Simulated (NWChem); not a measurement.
# C2H2S (ethynethiol): levels of theory compared

We compute a comparison of 6 runs (HF/def2-SVP, B3LYP/6-31G*, TPSSh/6-31G**, SVWN5/def2-SVPD, CCSD/def2-SVPD, CCSD(T)/def2-SVPD) of C2H2S (ethynethiol). 

Program for the calculation: NWChem 7.3.0.

**1. The system as given**

C2H2S has 5 atoms, charge 0, and is taken as a singlet. As SMILES, `C#CS`. Geometry: relaxed at PBE0-D4/def2-TZVP.

Bond lengths: C1–C2 1.204 Å, C2–S3 1.679 Å, C1–H4 1.064 Å, S3–H5 1.346 Å. Angles: C1–C2–S3 175.2°, C2–C1–H4 179.3°, C2–S3–H5 96.7°.

**2. Energy and gradient at HF/def2-SVP (run 1)**

Contents of work.nw:

```
start work
title "C2H2S gradient"
memory stack 880 mb heap 220 mb global 1100 mb
charge 0

geometry noautosym nocenter noautoz
 C     -1.196800    -0.342000     0.001900
 C      0.000700    -0.223700     0.026100
 S      1.678900    -0.197600     0.083400
 H     -2.256800    -0.433400    -0.021800
 H      1.823900     1.123100    -0.131000
end

basis spherical bse
 C library def2-SVP
 S library def2-SVP
 H library def2-SVP
end

scf
 thresh 1e-08
 maxiter 80
 noprint "final vectors analysis"
end

task scf gradient
```

Launch:

```sh
$ nwchem work.nw > work.out
```

What it wrote:

```text
[...]
  functions       =    56
[...]
  wavefunction    = RHF
[...]
         Total SCF energy =   -474.166126229638
      One-electron energy =   -808.921615721052
      Two-electron energy =    255.756102193382
 Nuclear repulsion energy =     78.999387298033
        Time for solution =      2.7s
[...]
                         RHF ENERGY GRADIENTS
    atom               coordinates                        gradient
                 x          y          z           x          y          z
   1 C      -2.261624  -0.646286   0.003590   -0.024317  -0.003574  -0.000291
   2 C       0.001323  -0.422732   0.049322    0.040340   0.005618   0.000537
   3 S       3.172661  -0.373410   0.157603   -0.015985  -0.007750   0.000705
   4 H      -4.264734  -0.819007  -0.041196    0.000920   0.000172   0.000004
   5 H       3.446671   2.122351  -0.247554   -0.000958   0.005534  -0.000956
[...]
```

It took 4.2 s on 1 thread of Intel Xeon Platinum 8488C (Sapphire Rapids), shared host; peak memory 0.097 GiB.

**3. Energy and forces at B3LYP/6-31G(d) (spherical functions) (run 2)**

Contents of calc.xyz:

```xyz
5

C     -1.196800    -0.342000     0.001900
C      0.000700    -0.223700     0.026100
S      1.678900    -0.197600     0.083400
H     -2.256800    -0.433400    -0.021800
H      1.823900     1.123100    -0.131000
```

Contents of run.py:

```python
from ase.io import read
from ase.calculators.nwchem import NWChem

atoms = read('calc.xyz')

calc = NWChem(
    label='calc',
    theory='dft',
    memory='2200 mb',
    basis='6-31G*',
    basispar='spherical bse',
    dft={'xc': 'b3lyp', 'mult': '1', 'grid': 'xfine', 'convergence': 'energy 1e-08', 'iterations': '100', 'mulliken': None},
)
atoms.calc = calc

forces = atoms.get_forces()
e = atoms.get_potential_energy()
print(f"E = {e:.6f} eV")
print("forces (eV/A):")
for s, f in zip(atoms.symbols, forces):
    print(f"{s:2s} {f[0]:10.5f} {f[1]:10.5f} {f[2]:10.5f}")
print("dipole (e A):", atoms.get_dipole_moment().round(4))
```

Launch:

```sh
$ export ASE_NWCHEM_COMMAND="nwchem PREFIX.nwi > PREFIX.nwo"
$ python run.py
```

What it wrote:

```text
E = -12939.279473 eV
forces (eV/A):
C    -0.71250   -0.09385   -0.01059
C     0.11652   -0.01034    0.00617
S     0.54451   -0.09518    0.03574
H    -0.07245    0.00874   -0.00411
H     0.12388    0.19067   -0.02720
dipole (e A): [-0.0507  0.1953 -0.0343]
```

The calculator wrote calc.nwi:

```
title "calc"

permanent_dir calc

scratch_dir calc

start calc

geometry units angstrom nocenter noautosym noautoz
  C  -1.1968000000000001e+00 -3.4200000000000003e-01 1.9000000000000000e-03
  C  6.9999999999999999e-04 -2.2370000000000001e-01 2.6100000000000002e-02
  S  1.6789000000000001e+00 -1.9760000000000000e-01 8.3400000000000002e-02
  H  -2.2568000000000001e+00 -4.3340000000000001e-01 -2.1800000000000000e-02
  H  1.8239000000000001e+00 1.1231000000000000e+00 -1.3100000000000001e-01
end

memory 2200 mb

basis spherical bse noprint
   * library 6-31G*
end

dft
  xc b3lyp
  mult 1
  grid xfine
  convergence energy 1e-08
  iterations 100
  mulliken
end

task dft gradient
```

calc.nwo:

```text
Northwest Computational Chemistry Package (NWChem) 7.3.0
             --------------------------------------------------------

           Job information
           ---------------

    nwchem branch   = 7.3.0
    use scalapack   = T
    input           = calc.nwi
    prefix          = calc.
    data base       = calc/calc.db
    status          = startup
    nproc           =        1

           Memory information
           ------------------

[... 5 lines left out ...]
    hardfail = no
[... 94 lines left out ...]
  convergence criterion.
[... 42 lines left out ...]
          Spatial weights used:  Erf1
[... 32 lines left out ...]
 1-e energy   =    -807.800894
[... 41 lines left out ...]
           Coulomb energy =      292.524441771376
[... 428 lines left out ...]
          Convergence on density requested:  1.00D-05
[... 28 lines left out ...]
          total energy or number of iterations.
[... 36 lines left out ...]
                 ----------------------------------------
                 |  Time  |  1-e(secs)   |  2-e(secs)   |
                 ----------------------------------------
                 |  CPU   |       0.00   |       0.87   |
                 ----------------------------------------
                 |  WALL  |       0.00   |       0.87   |
                 ----------------------------------------

 Task  times  cpu:        9.6s     wall:        9.6s
 Total times  cpu:        9.6s     wall:        9.6s
```

Run time: 11 s. Hardware: 1 thread of Intel Xeon Platinum 8488C (Sapphire Rapids), shared host; peak memory 0.12 GiB.

Runs 3 to 5 aren't shown in full; the table further down has their settings and results.

**4. A single-point energy at CCSD(T)/def2-SVPD (run 6)**

Contents of a.nw:

```
echo
start a
memory 2200 mb

geometry units atomic noautosym nocenter noautoz
 C  -2.26162423 -0.64628633  0.00359048
 C   0.00132281 -0.42273173  0.04932185
 S   3.17266119 -0.37340988  0.15760316
 H  -4.26473392 -0.81900730 -0.04119603
 H   3.44667148  2.12235141 -0.24755412
end

basis spherical bse
 * library def2-SVPD
end

scf
 thresh 1e-08
 maxiter 80
 print low
end

ccsd
 freeze core 7
 maxiter 60
end

task ccsd(t) energy
```

Launch:

```sh
$ nwchem a.nw > a.out
```

What it wrote:

```text
[...]
  functions       =    83
[...]
  wavefunction    = RHF
[...]
         Total SCF energy =   -474.173027689512
      One-electron energy =   -808.762268444130
      Two-electron energy =    255.589859163641
 Nuclear repulsion energy =     78.999381590978
        Time for solution =      8.1s
[...]
 Total MP2 energy:           -474.575231451823868
[...]
             energy      energy      error      ampl     ampl      Block
                                                time     time      time
[...]
 Total CCSD energy:           -474.600604026858036
[...]
 Total CCSD+T(CCSD) energy:           -474.620216974902746
[...]
 Total CCSD(T) energy:                -474.619570818430304
[...]
```

Run time: 68 s. Hardware: 1 thread of Intel Xeon Platinum 8488C (Sapphire Rapids), shared host; peak memory 0.18 GiB.

**5. Overview of the runs**

| run | level | iteration cap | module | energy (Eh) | dipole moment (D) | largest force (eV/Å) | wall time |
| --- | --- | --- | --- | --- | --- | --- | --- |
| 1 | HF/def2-SVP | 80 | scf | -474.166126 | 1.04 | 2.095 | 4.2 s |
| 2 | B3LYP/6-31G* (spherical functions) | 100 | dft | -475.509754 | 0.98 | 0.719 | 11 s |
| 3 | TPSSh/6-31G** (spherical functions) | 100 | dft | -475.520511 | 0.99 | 1.084 | 18 s |
| 4 | SVWN5/def2-SVPD | 100 | dft | -473.259365 | 0.84 | 1.959 | 13 s |
| 5 | CCSD/def2-SVPD | 80 | ccsd | -474.600604 | – | – | 64 s |
| 6 | CCSD(T)/def2-SVPD | 80 | ccsd(t) | -474.619571 | – | – | 68 s |

**6. Outcome**

```
                                          quantity          value
                               run 6: total energy  -474.61957 Eh
run 6: correlation energy (7 core orbitals frozen)     -446.5 mEh
                             run 6: (T) correction     -18.97 mEh
```

**Reading.** Over runs 1, 2, 3, 4 the dipole moment (its size) runs from 0.84 D (SVWN5/def2-SVPD) to 1.04 D (HF/def2-SVP). The two ends differ in method and basis. Over runs 2, 3, 4 the HOMO–LUMO gap runs from 4.58 eV (SVWN5/def2-SVPD) to 6.38 eV (B3LYP/6-31G*). Totals of different functionals can't be ranked against each other. All runs together took 3 min, the longest 68 s.
